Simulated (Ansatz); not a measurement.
# BH3 (singlet): wave-function methods side by side at scale of all distances = 0.889, cc-pVDZ

One table from this session's results is given with a row withheld; the runs are named, their logs left out.

Method: cc-pVDZ, core rule «outside noble gas», up to 1 orbitals frozen; program: Ansatz 0.2.0, Gaussian basis.

To be run: UHF; CCSD(T) on RHF; BCCD(T) on RHF; CISD; CCSDT(Q) on RHF; CCSDTQ on RHF; CASSCF and MRCISD+Q, 2 electrons in 2 orbitals; CASSCF and NEVPT2, 2 electrons in 2 orbitals; Full CI.

14 further runs of the same task are left out: 4 for a known fault of the program, 8 that didn't finish, 2 set aside as unsound or not needed.

## What is computed

The geometry derives from a PBE0/def2-TZVP stationary point (not a proven minimum). All distances are scaled together.

4 atoms, charge 0, spin multiplicity 1.

Atoms are counted from 1 here; the program's logs count them from 0.

Bond lengths: B1–H2 1.061 Å, B1–H3 1.061 Å, B1–H4 1.061 Å. Angles: H2–B1–H3 120.0°, H2–B1–H4 120.0°, H3–B1–H4 120.0°.

Set-up of the first run:

Contents of in.yaml:

```yaml
crystal:
  periodic: [false, false, false]
  atoms:
    - {symbol: B, position_ang: [0.000000, 0.000000, 0.000000]}
    - {symbol: H, position_ang: [1.060912, 0.012940, -0.000229]}
    - {symbol: H, position_ang: [-0.541663, 0.912303, -0.002522]}
    - {symbol: H, position_ang: [-0.519249, -0.925243, 0.002751]}
basis:
  gaussian: {orbitals: cc-pVDZ}
magnetization: {spin_polarized: true, initial_magnetization: 0}
hamiltonian: {xc: hf}
output: {orbitals: {seedname: orbitals}}
```

The run is started by

```bash
ansatz run in.yaml --threads 1 --pin off --events-out ev --progress --plain --max-ram 2393MiB
```

Among the steps run: UHF; CCSD(T) on RHF; BCCD(T) on RHF; CISD; CCSDT(Q) on RHF; CCSDTQ on RHF; CASSCF and MRCISD+Q, 2 electrons in 2 orbitals; CASSCF and NEVPT2, 2 electrons in 2 orbitals; Full CI.

One table of the session follows, with a row left open; its other results are not shown here.

| method | from FCI (kJ/mol) |
| --- | --- |
| RHF | +301.2 |
| RMP2 | +64.3 |
| CISD | ? |
| RCCSD | +4.2 |
| RCCSD(T) | +0.8 |
| BCCD(T) | +0.8 |
| RCCSDT | +0.1 |
| RCCSDT(Q) | 0.0 |
| RCCSDTQ | 0.0 |
| CASSCF pair | +273.1 |
| NEVPT2 pair | +67.8 |
| MRCISD pair | +10.2 |
| MRCISD+Q pair | -1.9 |
| FCI | 0 |

Estimate the missing values for CISD.

**Answer.** from FCI (kJ/mol): +12.2. In the column «from FCI (kJ/mol)» it lies between MRCISD pair (+10.2) and RMP2 (+64.3).

Caveats from the session: MRCISD+Q pair falls below full CI: the +Q correction isn't variational, and the cores differ from full CI's.
